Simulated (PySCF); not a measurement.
# Ionisation energy of Li by level of theory

Li [He] 2s1 (2S) → Li⁺ 1s2 (1S), as a difference of total energies. All numbers are calculated (PySCF 2.14, the non-relativistic Hamiltonian (point nucleus), in def2-QZVPPD (6s4p2d1f, 35 functions)). Correlated levels: valence and next inner shell: nothing frozen. The calculations carry no spin-orbit coupling.

| method | ionisation energy (eV) |
| --- | --- |
| UHF | 5.343 |
| MP2 (valence and next inner shell) | 5.366 |
| SCS-MP2 (valence and next inner shell) | 5.364 |
| CCSD (valence and next inner shell) | 5.370 |
| CCSD(T) (valence and next inner shell) | 5.370 |
| CCSDT (valence and next inner shell) | 5.370 |

Problem. How much does correlation contribute at CCSD(T) (valence and next inner shell)?

Solution. 5.370 − (5.343) = 0.027 eV, measured against UHF.

Errors of the correlated levels include the incompleteness of this basis.

For comparison: 5.392 eV (measured; NIST Atomic Spectra Database, ionization energies).
